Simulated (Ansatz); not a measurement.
Relative stability

Two relaxed structures of C2H5S (charge +1), closed shell (PBE0-D4/def2-TZVP; forces vanish, vibrations not checked).

A:

```
8
angstrom
C -0.5144 -1.2147 0.1883
C 0.2924 -0.1660 0.1578
S -0.3560 1.3218 -0.5402
H -1.5308 -1.1917 -0.1901
H 0.6457 1.6841 -1.3780
H -0.0080 2.2334 0.4002
H 1.3121 -0.1343 0.5204
H -0.1586 -2.1497 0.6082
```

B:

```tsv
atom	x (Å)	y (Å)	z (Å)
C1	-0.3436	0.8882	-0.3983
C2	0.3026	-0.2711	0.1936
S3	-0.4547	-1.7105	0.3590
H4	-1.3689	0.7198	-0.7223
H5	0.2757	1.2344	-1.2392
H6	-0.2983	1.7140	0.3273
H7	1.3305	-0.1793	0.5408
H8	0.5567	-2.3955	0.9391
```

Ansatz 0.2.0; basis: def2-TZVPP; cores frozen in the correlated methods. B3LYP uses VWN-RPA correlation.

(1) Which structure is lower at CCSD(T), and by how much? (To be estimated.)

The T1 diagnostic stays at or below 0.019.

Answers

(1) The calculation gives: B, by 51.0 kJ/mol (electronic energy, against the other). By their contacts, A is C₂H₅S ([CH2][CH][SH2]), total charge +1 and B is C₂H₅S ([CH3][CH][SH]), total charge +1.

All methods give the same order:

```json
{"method": "PBE-D4", "E(B) − E(A) (kJ/mol)": "-58.7"}
{"method": "r2SCAN-D4", "E(B) − E(A) (kJ/mol)": "-60.0"}
{"method": "PBE0-D4", "E(B) − E(A) (kJ/mol)": "-55.5"}
{"method": "B3LYP-D4", "E(B) − E(A) (kJ/mol)": "-55.0"}
{"method": "wB97M-V", "E(B) − E(A) (kJ/mol)": "-53.6"}
{"method": "HF", "E(B) − E(A) (kJ/mol)": "-50.9"}
{"method": "MP2", "E(B) − E(A) (kJ/mol)": "-49.7"}
{"method": "CCSD", "E(B) − E(A) (kJ/mol)": "-49.6"}
{"method": "CCSD(T)", "E(B) − E(A) (kJ/mol)": "-51.0"}
```

Labels in which every atom is bracketed show which atoms are joined, not bond orders.

For scale, one of the runs: CCSD(T)/def2-TZVPP, 174 basis functions, launched by `ansatz run in.yaml --threads 2 --pin off --events-out ev --progress --plain --max-ram 4352MiB`. Time: 24 s of wall clock on 2 CPU threads of an Arm Neoverse V2; the host was shared. Peak host memory: 1.5 GiB.
